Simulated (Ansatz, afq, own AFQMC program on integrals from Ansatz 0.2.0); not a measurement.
# CH₂Al (doublet): AFQMC on the coupled-cluster ladder at scale of all distances = 1.130, cc-pVDZ

How near does AFQMC come to the top of the ladder for CH₂Al (doublet)?

Computed with Ansatz 0.2.0, Gaussian basis, and an in-house AFQMC program (afq) on its integrals; all values are calculated. Level: cc-pVDZ, frozen cores.

The runs, in order: PBE (unrestricted); r2SCAN (unrestricted); PBE0 (unrestricted); B3LYP (unrestricted); wB97M-V (unrestricted); B2PLYP (unrestricted); CCSD(T) on UHF; CCSDT(Q) on UHF; Phaseless AFQMC, CISD trial on UHF.

## Step 1: The geometry

The geometry derives from a PBE0/def2-TZVP stationary point (not a proven minimum). All distances are scaled together.

4 atoms, charge 0, spin multiplicity 2.

Atoms are counted from 1 here; the program's logs count them from 0.

Bond lengths: Al1–C2 2.227 Å, C2–H3 1.237 Å, C2–H4 1.237 Å. Angles: Al1–C2–H3 125.0°, Al1–C2–H4 125.0°, H3–C2–H4 109.9°.

## Step 2: PBE (unrestricted)

Input file in.yaml:

```yaml
crystal:
  periodic: [false, false, false]
  atoms:
    - {symbol: Al, position_ang: [0.000000, 0.000000, 0.796604]}
    - {symbol: C, position_ang: [0.000000, 0.000000, -1.430302]}
    - {symbol: H, position_ang: [0.000000, -1.012625, -2.140335]}
    - {symbol: H, position_ang: [0.000000, 1.012625, -2.140335]}
basis:
  gaussian: {orbitals: cc-pVDZ}
magnetization: {spin_polarized: true, initial_magnetization: 1}
hamiltonian: {xc: {name: PBE}}
output: {orbitals: {seedname: orbitals}}
```

Run with:

```
> ansatz run in.yaml --threads 1 --pin off --events-out ev --progress --plain --max-ram 1382MiB
```

The log of the run:

```text
Functional definition: PBE
  name "PBE"
  cite "Perdew, Burke & Ernzerhof, Phys. Rev. Lett. 77, 3865 (1996) doi:10.1103/PhysRevLett.77.3865"
  parent pbe
  parameter kappa = 0.804
  parameter beta = 0.06672455060314922
  exchange = pbe_x(kappa = kappa, mu = beta*pi^2/3)
  correlation = pbe_c(beta = beta)
549 factors; their error is unknown
mean field evaluation 1: about -7640.4953 eV, gradient 4.8e1 eV
mean field evaluation 2: about -7490.3462 eV, gradient 9.6e1 eV
mean field evaluation 4: about -7649.0855 eV, gradient 2.6e1 eV
mean field evaluation 8: about -7657.9550 eV, gradient 1.0e-1 eV
mean field evaluation 16: about -7657.9286 eV, gradient 2.5e-4 eV
mean field evaluation 32: about -7656.4735 eV, gradient 6.8e-2 eV
mean field -7657.92856064 eV, -281.4236838731 hartree, gradient 4.5e-5 eV, S^2 0.754894; 6 other end points of the search recorded, 0 dependent functions left out
reference -7657.92858909 eV, -281.4236849187 hartree; 11, 10 occupied and 31, 32 virtual orbitals, 549 factors
Total energy: -7657.92858909 eV, -281.4236849187 hartree
```

Run time: 2.5 s. Hardware: 1 thread of Intel Xeon Platinum 8259CL at 2.50GHz (Skylake/Cascade Lake), shared host.

From the report: ⟨S²⟩ of the determinant 0.755 (pure doublet: 0.75).

## Step 3: r2SCAN (unrestricted)

in.yaml: that of step 2 with these lines changed.

```diff
@@ -10,3 +10,2 @@
 magnetization: {spin_polarized: true, initial_magnetization: 1}
-hamiltonian: {xc: {name: PBE}}
-output: {orbitals: {seedname: orbitals}}
+hamiltonian: {xc: {name: r2SCAN}}
```

Launched as before.

The log of the run:

```text
Functional definition: r2SCAN
  name "r2SCAN"
  cite "Furness, Kaplan, Ning, Perdew & Sun, J. Phys. Chem. Lett. 11, 8208 (2020) doi:10.1021/acs.jpclett.0c02405"
  cite "Furness, Kaplan, Ning, Perdew & Sun, J. Phys. Chem. Lett. 11, 9248 (2020) doi:10.1021/acs.jpclett.0c03077"
  parent r2scan
  parameter k0 = 0.174
  parameter k1 = 0.065
  parameter a1 = 4.9479
  exchange = r2scan_x(k0 = k0, k1 = k1, a1 = a1)
  correlation = r2scan_c
549 factors; their error is unknown
mean field evaluation 1: about -7646.5255 eV, gradient 4.3e1 eV
mean field evaluation 2: about -7515.8544 eV, gradient 9.1e1 eV
mean field evaluation 4: about -7654.5484 eV, gradient 2.3e1 eV
mean field evaluation 8: about -7661.6792 eV, gradient 1.4e-1 eV
mean field evaluation 16: about -7661.6539 eV, gradient 1.6e-4 eV
mean field evaluation 32: about -7660.0976 eV, gradient 1.1e-1 eV
mean field -7661.65390307 eV, -281.5605876823 hartree, gradient 2.7e-5 eV, S^2 0.758715; 4 other end points of the search recorded, 0 dependent functions left out
reference -7661.65391453 eV, -281.5605881034 hartree; 11, 10 occupied and 31, 32 virtual orbitals, 549 factors
Total energy: -7661.65391453 eV, -281.5605881034 hartree
```

Wall time 5 s (1 thread of Intel Xeon Platinum 8259CL at 2.50GHz (Skylake/Cascade Lake), shared host).

From the report: ⟨S²⟩ of the determinant 0.759 (pure doublet: 0.75).

## Step 4: PBE0 (unrestricted)

in.yaml: that of step 3 with these lines changed.

```diff
@@ -10,2 +10,3 @@
 magnetization: {spin_polarized: true, initial_magnetization: 1}
-hamiltonian: {xc: {name: r2SCAN}}
+hamiltonian: {xc: {name: PBE0}}
+output: {orbitals: {seedname: orbitals}}
```

Launched as before.

The log of the run (excerpt; [...] marks lines left out):

```text
Functional definition: PBE0
  name "PBE0"
  cite "Adamo & Barone, J. Chem. Phys. 110, 6158 (1999) doi:10.1063/1.478522"
  cite "Perdew, Burke & Ernzerhof, Phys. Rev. Lett. 77, 3865 (1996) doi:10.1103/PhysRevLett.77.3865"
  parent pbe
[...]
405 factors; integrals over basis functions are off by at most 1.4e-3 eV
[...]
mean field -7658.66594113 eV, -281.4507821063 hartree, gradient 1.1e-5 eV, S^2 0.756194; 4 other end points of the search recorded, 0 dependent functions left out
reference -7658.66596257 eV, -281.4507828943 hartree; 11, 10 occupied and 31, 32 virtual orbitals, 405 factors
Total energy: -7658.66596257 eV, -281.4507828943 hartree
```

It took 3 s on 1 thread of Intel Xeon Platinum 8259CL at 2.50GHz (Skylake/Cascade Lake), shared host.

From the report: ⟨S²⟩ of the determinant 0.756 (pure doublet: 0.75).

## Step 5: B3LYP (unrestricted)

in.yaml: that of step 4 with these lines changed.

```diff
@@ -10,3 +10,2 @@
 magnetization: {spin_polarized: true, initial_magnetization: 1}
-hamiltonian: {xc: {name: PBE0}}
-output: {orbitals: {seedname: orbitals}}
+hamiltonian: {xc: {name: B3LYP}}
```

Launched as before.

The log of the run (excerpt; [...] marks lines left out):

```text
Functional definition: B3LYP
  name "B3LYP"
  cite "Stephens, Devlin, Chabalowski & Frisch, J. Phys. Chem. 98, 11623 (1994) doi:10.1021/j100096a001"
  cite "Becke, Phys. Rev. A 38, 3098 (1988) doi:10.1103/PhysRevA.38.3098"
  cite "Lee, Yang & Parr, Phys. Rev. B 37, 785 (1988) doi:10.1103/PhysRevB.37.785"
  cite "Vosko, Wilk & Nusair, Can. J. Phys. 58, 1200 (1980) doi:10.1139/p80-159"
[...]
405 factors; integrals over basis functions are off by at most 1.4e-3 eV
[...]
mean field -7663.85250455 eV, -281.6413847963 hartree, gradient 6.5e-5 eV, S^2 0.754900; 4 other end points of the search recorded, 0 dependent functions left out
reference -7663.85268741 eV, -281.6413915164 hartree; 11, 10 occupied and 31, 32 virtual orbitals, 405 factors
Total energy: -7663.85268741 eV, -281.6413915164 hartree
```

Wall time 2.7 s (1 thread of Intel Xeon Platinum 8259CL at 2.50GHz (Skylake/Cascade Lake), shared host).

From the report: ⟨S²⟩ of the determinant 0.755 (pure doublet: 0.75).

## Step 6: wB97M-V (unrestricted)

in.yaml: that of step 5 with these lines changed.

```diff
@@ -10,2 +10,3 @@
 magnetization: {spin_polarized: true, initial_magnetization: 1}
-hamiltonian: {xc: {name: B3LYP}}
+hamiltonian: {xc: {name: wB97M-V}}
+output: {orbitals: {seedname: orbitals}}
```

Launched as before.

The log of the run (excerpt; [...] marks lines left out):

```text
Functional definition: wB97M-V
  name "wB97M-V"
  cite "Mardirossian & Head-Gordon, J. Chem. Phys. 144, 214110 (2016) doi:10.1063/1.4952647"
  cite "Becke, J. Chem. Phys. 107, 8554 (1997) doi:10.1063/1.475007"
  cite "Vydrov & Van Voorhis, J. Chem. Phys. 133, 244103 (2010) doi:10.1063/1.3521275"
  # Of w^i u^j: cxij and so on, Table III.
[...]
  gx(w, u) = 1 - cx + cx01*u + cx10*w
  gss(w, u) = css00 + css04*u^4 + css10*w + css20*w^2 + css43*w^4*u^3
  gos(w, u) = cos00 + cos10*w + (cos20 + cos21*u)*w^2 + (cos60 + cos61*u)*w^6
[...]
      + integral(e_c_pw_mod_opposite_spin*gos(b97_w_opposite, b97_u_opposite)) + vv10(b, c)
405 factors; integrals over basis functions are off by at most 1.4e-3 eV
145 factors; integrals over basis functions are off by at most 9.3e-6 eV
[...]
mean field -7662.12596479 eV, -281.5779356306 hartree, gradient 2.9e-5 eV, S^2 0.754252; 0 other end points of the search recorded, 0 dependent functions left out
reference -7662.12599947 eV, -281.5779369049 hartree; 11, 10 occupied and 31, 32 virtual orbitals, 405 factors
Total energy: -7662.12599947 eV, -281.5779369049 hartree
```

Wall time 4.5 s (1 thread of Intel Xeon Platinum 8259CL at 2.50GHz (Skylake/Cascade Lake), shared host).

From the report: ⟨S²⟩ of the determinant 0.754 (pure doublet: 0.75).

## Step 7: B2PLYP (unrestricted)

in.yaml: that of step 6 with these lines changed.

```diff
@@ -10,3 +10,3 @@
 magnetization: {spin_polarized: true, initial_magnetization: 1}
-hamiltonian: {xc: {name: wB97M-V}}
-output: {orbitals: {seedname: orbitals}}
+hamiltonian: {xc: {name: B2PLYP}}
+correlation: {electrons: outside_noble_gas}
```

The command is unchanged.

The log of the run (excerpt; [...] marks lines left out):

```text
Functional definition: B2PLYP
  name "B2PLYP"
  cite "Grimme, J. Chem. Phys. 124, 034108 (2006) doi:10.1063/1.2148954"
  cite "Becke, Phys. Rev. A 38, 3098 (1988) doi:10.1103/PhysRevA.38.3098"
  cite "Lee, Yang & Parr, Phys. Rev. B 37, 785 (1988) doi:10.1103/PhysRevB.37.785"
[...]
405 factors; integrals over basis functions are off by at most 1.4e-3 eV
[...]
mean field -7657.10678187 eV, -281.3934840605 hartree, gradient 5.8e-6 eV, S^2 0.758336; 4 other end points of the search recorded, 0 dependent functions left out
6 core orbitals not correlated: weight in the atoms' cores, before any rotation towards them, 1.000 or more for the frozen orbitals, at most 0.000 for the correlated occupied ones
reference -7657.10689797 eV, -281.3934883269 hartree; 5, 4 occupied and 31, 32 virtual orbitals, 405 factors
second order -5.77150154 eV of doubles, -0.00000000 eV of singles
Total energy: -7658.66520338 eV, -281.4507549946 hartree
```

It took 2.2 s on 1 thread of Intel Xeon Platinum 8259CL at 2.50GHz (Skylake/Cascade Lake), shared host.

From the report: ⟨S²⟩ of the determinant 0.758 (pure doublet: 0.75).

## Step 8: CCSD(T) on UHF

in.yaml: that of step 7 with these lines changed.

```diff
@@ -10,3 +10,2 @@
 magnetization: {spin_polarized: true, initial_magnetization: 1}
-hamiltonian: {xc: {name: B2PLYP}}
-correlation: {electrons: outside_noble_gas}
+correlation: {method: ccsd_t, electrons: outside_noble_gas, hamiltonian_folder: ham}
```

The command is unchanged.

The log of the run (excerpt; [...] marks lines left out):

```text
Functional definition: HF
  name "HF"
  cite "Fock, Z. Phys. 61, 126 (1930) doi:10.1007/BF01340294"
  parent pbe
[...]
405 factors; integrals over basis functions are off by at most 1.4e-3 eV
[...]
mean field -7642.36789721 eV, -280.8518400395 hartree, gradient 3.9e-6 eV, S^2 0.769869; 19 other end points of the search recorded, 0 dependent functions left out
determinant -7642.36789721 eV, -280.8518400395 hartree, with singles and doubles -7647.84577562 eV, -281.0531483579 hartree
determinant -7640.76345995 eV, -280.7928780578 hartree, with singles and doubles -7645.92670538 eV, -280.9826238276 hartree
determinant -7640.64134905 eV, -280.7883905648 hartree, with singles and doubles -7645.46211101 eV, -280.9655502994 hartree
determinant -7640.60877216 eV, -280.7871933864 hartree, with singles and doubles -7645.95238044 eV, -280.9835673683 hartree
[...]
determinant -7639.67255774 eV, -280.7527881410 hartree, with singles and doubles -7645.07310498 eV, -280.9512545913 hartree
determinant -7639.33488980 eV, -280.7403790729 hartree, with singles and doubles -7644.73871710 eV, -280.9389660633 hartree
determinant -7639.19586652 eV, -280.7352700617 hartree, with singles and doubles -7644.45803896 eV, -280.9286513319 hartree
6 core orbitals not correlated: weight in the atoms' cores, before any rotation towards them, 1.000 or more for the frozen orbitals, at most 0.000 for the correlated occupied ones
reference -7642.36789721 eV, -280.8518400395 hartree; 5, 4 occupied and 31, 32 virtual orbitals, 405 factors
second order -4.51475125 eV of doubles, -0.00000000 eV of singles
cycle   1  -5.47790311 eV  change   -2.5e-5 eV  update   1.0e-3
[...]
cycle   7  -5.47817914 eV  change    3.6e-6 eV  update   3.0e-6
perturbative correction -0.15801453 eV, -0.0058069270 hartree
Total energy: -7648.00409088 eV, -281.0589663365 hartree
```

Wall time 5.5 s (1 thread of Intel Xeon Platinum 8259CL at 2.50GHz (Skylake/Cascade Lake), shared host).

From the report: ⟨S²⟩ of the determinant 0.770 (pure doublet: 0.75); correlation -5.6362 eV; T1 0.019; largest double amplitude 0.09.

This run also writes the integrals to the folder ham.

## Step 9: CCSDT(Q) on UHF

in.yaml: that of step 8 with these lines changed.

```diff
@@ -10,2 +10,2 @@
 magnetization: {spin_polarized: true, initial_magnetization: 1}
-correlation: {method: ccsd_t, electrons: outside_noble_gas, hamiltonian_folder: ham}
+correlation: {method: ccsdt_q, electrons: outside_noble_gas}
```

The command is unchanged.

The log of the run (excerpt; [...] marks lines left out):

```text
Functional definition: HF
  name "HF"
  cite "Fock, Z. Phys. 61, 126 (1930) doi:10.1007/BF01340294"
  parent pbe
[...]
784 factors; integrals over basis functions are off by at most 1.1e-7 eV
[...]
mean field -7642.36791228 eV, -280.8518405932 hartree, gradient 4.1e-6 eV, S^2 0.769869; 19 other end points of the search recorded, 0 dependent functions left out
determinant -7642.36791228 eV, -280.8518405932 hartree, with singles and doubles -7647.84579561 eV, -281.0531490928 hartree
determinant -7640.76348892 eV, -280.7928791223 hartree, with singles and doubles -7645.92671898 eV, -280.9826243272 hartree
determinant -7640.64137589 eV, -280.7883915511 hartree, with singles and doubles -7645.46212413 eV, -280.9655507814 hartree
determinant -7640.60879431 eV, -280.7871942002 hartree, with singles and doubles -7645.95239786 eV, -280.9835680087 hartree
[...]
determinant -7639.67258479 eV, -280.7527891351 hartree, with singles and doubles -7645.07312434 eV, -280.9512553029 hartree
determinant -7639.33492239 eV, -280.7403802707 hartree, with singles and doubles -7644.73874096 eV, -280.9389669401 hartree
determinant -7639.19588638 eV, -280.7352707916 hartree, with singles and doubles -7644.45806332 eV, -280.9286522271 hartree
6 core orbitals not correlated: weight in the atoms' cores, before any rotation towards them, 1.000 or more for the frozen orbitals, at most 0.000 for the correlated occupied ones
reference -7642.36791228 eV, -280.8518405932 hartree; 5, 4 occupied and 31, 32 virtual orbitals, 784 factors
second order -4.51478045 eV of doubles, -0.00000000 eV of singles
cycle   1  -5.14150459 eV  change   -6.3e-1 eV  update   8.6e-2
[...]
cycle  18  -5.66604631 eV  change    9.6e-7 eV  update   8.9e-7
perturbative correction -0.01120262 eV, -0.0004116886 hartree
Total energy: -7648.04516120 eV, -281.0604756430 hartree
```

Wall time 16 s (1 thread of Intel Xeon Platinum 8259CL at 2.50GHz (Skylake/Cascade Lake), shared host).

From the report: ⟨S²⟩ of the determinant 0.770 (pure doublet: 0.75); correlation -5.6772 eV; T1 0.021; largest double amplitude 0.09.

## Step 10: Phaseless AFQMC, CISD trial on UHF

It reads the integrals that the CCSD(T) run on this determinant wrote.

Run with:

```
> afq ham --method phaseless --trial cisd --walkers 60 --populations 1 --least-time 40 --time-step 0.005 --steps-per-block 50 --equilibration-blocks 28 --max-blocks 300 --target-error 0.00036 --factor-cut 1e-05 --start spin_pure --seed 5514 --release-times 0.24,0.51,0.99,1.62,2.4 --release-step 0.03 --release-every 4 --taylor-order 6
```

The log of the run:

```text
orbitals 36  electrons 5 4  factors 264 of 405
reference energy -280.85184004 Eh
CCSD correlation -0.20131918 Eh in 11 cycles, weight of the determinant in the CISD state 0.8658
energy of the start -281.052628 Eh
 block  time / (1/Eh)  mean weight  energy / Eh
     1     0.250  1.0016  -281.050288
     2     0.500  1.0012  -281.051906
     3     0.750  1.0025  -281.052796
     4     1.000  1.0003  -281.052779
     5     1.250  0.9997  -281.054400
     6     1.500  0.9973  -281.051283
     7     1.750  1.0007  -281.053295
     8     2.000  1.0007  -281.055792
     9     2.250  0.9997  -281.053940
    10     2.500  0.9989  -281.053988
    13     3.250  0.9986  -281.054941
    19     4.750  1.0022  -281.065492
    25     6.250  1.0017  -281.055688
    31     7.750  1.0014  -281.060414
    37     9.250  1.0001  -281.054916
    43    10.750  1.0005  -281.056676
    49    12.250  1.0043  -281.059014
    55    13.750  0.9999  -281.063797
    61    15.250  0.9984  -281.061907
    67    16.750  0.9995  -281.055939
    73    18.250  0.9992  -281.057438
    79    19.750  1.0014  -281.062299
    85    21.250  0.9987  -281.062334
    91    22.750  1.0008  -281.057817
    97    24.250  0.9996  -281.061741
   103    25.750  0.9998  -281.055262
   109    27.250  1.0010  -281.064179
   115    28.750  0.9994  -281.058443
   121    30.250  0.9998  -281.058139
   127    31.750  0.9990  -281.057036
   133    33.250  0.9979  -281.055790
   139    34.750  1.0002  -281.060271
   145    36.250  1.0010  -281.057011
   151    37.750  0.9992  -281.059702
   157    39.250  0.9995  -281.057304
   163    40.750  0.9997  -281.061043
   169    42.250  0.9990  -281.057879
   175    43.750  0.9990  -281.058067
   181    45.250  0.9978  -281.059974
   187    46.750  1.0006  -281.064387
   193    48.250  1.0005  -281.055524
   199    49.750  0.9992  -281.064857
   205    51.250  0.9997  -281.065206
   211    52.750  0.9939  -281.078411
   217    54.250  1.0012  -281.055913
   223    55.750  0.9978  -281.055185
   229    57.250  1.0000  -281.062558
   235    58.750  0.9999  -281.053391
   241    60.250  1.0002  -281.057422
   247    61.750  1.0031  -281.056320
blocks merged  error / Eh  count
     1  0.000266  220
     2  0.000309  110
     4  0.000332  55
     8  0.000360  27
    16  0.000495  13
released: time / (1/Eh)  energy / Eh  error  mean overlap
  0.24  -281.059467  0.000446  1.0057
  0.51  -281.060143  0.000415  1.0005
  0.99  -281.060093  0.000386  0.9944
  1.62  -281.060542  0.000390  0.9820
  2.40  -281.060869  0.000626  0.9686
energy -281.059570 +/- 0.000360 Eh
```

Run time: 5.6 min. Hardware: 1 thread of Intel Xeon Platinum 8259CL at 2.50GHz (Skylake/Cascade Lake), shared host.

Energy -7648.0205 ± 0.0098 eV. Caveats: constraint bias not in the error. The error still grows with block length (0.0090 to 0.0135 eV), so the bar may be too small.

## Step 11: All levels side by side

On the UHF determinant, counted from CCSDT(Q) (a yardstick, not exact):

| level | energy (eV) | from CCSDT(Q) (kJ/mol) | statistical error (kJ/mol) | time |
| --- | --- | --- | --- | --- |
| HF | -7642.3679 | +547.8 |  |  |
| MP2 | -7646.8826 | +112.2 |  |  |
| CCSD | -7647.8461 | +19.2 |  |  |
| CCSD(T) | -7648.0041 | +4.0 |  |  |
| CCSDT(Q) | -7648.0452 | 0.0 |  |  |
| Phaseless AFQMC, CISD trial, step 0.005, 60 walkers | -7648.0205 | +2.4 | 0.9 | 5.6 min |

The functionals' totals stand on their own zeros and serve differences with other points: PBE -7657.929 eV; r2SCAN -7661.654 eV; PBE0 -7658.666 eV; B3LYP -7663.853 eV; wB97M-V -7662.126 eV; B2PLYP -7658.665 eV.

## Step 12: Outcome

| quantity | value |
| --- | --- |
| CCSD(T) on UHF from CCSDT(Q) | +4.0 kJ/mol |
| Phaseless AFQMC, CISD trial on UHF from CCSDT(Q) | +2.4 ± 0.9 kJ/mol |

What this shows: On UHF the phaseless walk with the CISD trial lies +2.4 kJ/mol from CCSDT(Q), within three error bars. Error bars are statistical and leave out the constraint, the time step and what remains of the start.
